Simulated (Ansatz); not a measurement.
Task: a rigid torsion scan of C2H5NS, SMILES CN=CS, with the Python package of Ansatz (0.2.0). Give the script and its output. Level of theory (for the species named): PBE0, cc-pVDZ basis, multiplicity 1.

```yaml
atoms:
  - { symbol: C, position_ang: [-0.0224, 1.4141, 0.2153] }
  - { symbol: N, position_ang: [0.4186, 0.1643, 0.6654] }
  - { symbol: C, position_ang: [0.0422, -0.8347, -0.0655] }
  - { symbol: S, position_ang: [0.6864, -2.4219, 0.4103] }
  - { symbol: H, position_ang: [-0.6777, 1.3972, -0.7234] }
  - { symbol: H, position_ang: [-0.6795, 1.9344, 0.9871] }
  - { symbol: H, position_ang: [0.8038, 2.1230, 0.0051] }
  - { symbol: H, position_ang: [-0.5114, -0.7434, -0.9645] }
  - { symbol: H, position_ang: [0.0285, -3.0794, -0.5469] }
```

`torsion_c2h5ns.py`:
```python
"""Energy of C2H5NS as one group turns about a bond."""

import ansatz as az
from ase import Atoms

BASIS_SET = "cc-pVDZ"
XC = "pbe0"
FORCE_TOL = 0.02

atoms = Atoms(["C", "N", "C", "S", "H", "H", "H", "H", "H"], positions=[
    [-0.0224, 1.4141, 0.2153],
    [0.4186, 0.1643, 0.6654],
    [0.0422, -0.8347, -0.0655],
    [0.6864, -2.4219, 0.4103],
    [-0.6777, 1.3972, -0.7234],
    [-0.6795, 1.9344, 0.9871],
    [0.8038, 2.123, 0.0051],
    [-0.5114, -0.7434, -0.9645],
    [0.0285, -3.0794, -0.5469],
])

# start the scan from a relaxed geometry
first = (
    az.Crystal.molecule_from_ase(atoms).calculation()
    .basis(gaussian=BASIS_SET)
    .functional(XC)
    .accuracy("medium")
    .relax(force_tolerance=FORCE_TOL, max_steps=80)
)
atoms.positions = first.run(threads=1).report["positions_ang"]

start = atoms.get_dihedral(1, 2, 3, 8)
energies = {}
for turn in range(0, 360, 30):
    turned = atoms.copy()
    turned.set_dihedral(1, 2, 3, 8, start + turn, indices=[3, 8])
    job = (
        az.Crystal.molecule_from_ase(turned).calculation()
        .basis(gaussian=BASIS_SET)
        .functional(XC)
        .accuracy("medium")
    )
    energies[round((start + turn) % 360)] = job.run(threads=1).report["free_energy_ev"]
floor = min(energies.values())
print("dihedral N1-C2-S3-H8 (deg)   E - E(min) (kJ/mol)")
for angle, e in sorted(energies.items()):
    print(f"{angle:8d} {96.485332 * (e - floor):14.3f}  " + "#" * int(30 * (e - floor) / max(max(energies.values()) - floor, 1e-9)))
```

`python torsion_c2h5ns.py` gives:
```text
dihedral N1-C2-S3-H8 (deg)   E - E(min) (kJ/mol)
      30          8.497  ########
      60         23.736  #######################
      90         29.686  #############################
     120         21.931  ######################
     150         10.270  ##########
     180          5.197  #####
     210         10.235  ##########
     240         21.888  ######################
     270         29.688  ##############################
     300         23.798  ########################
     330          8.563  ########
     360          0.000
```

Caveats:
- These settings explore the input space; basis and method may be short of convergence.
- The scan is rigid and the energies are electronic, in a modest basis. With rigid groups the curve can differ much from the relaxed path, the start wasn't checked as a minimum of this torsion, and equivalent turns needn't return to the same energy.
- Finished in 96 s on 1 thread of Arm Neoverse N1, with other jobs on the host, peak memory 0.24 GiB.

(Lines on the test bed's own set-up are left out of the output.)
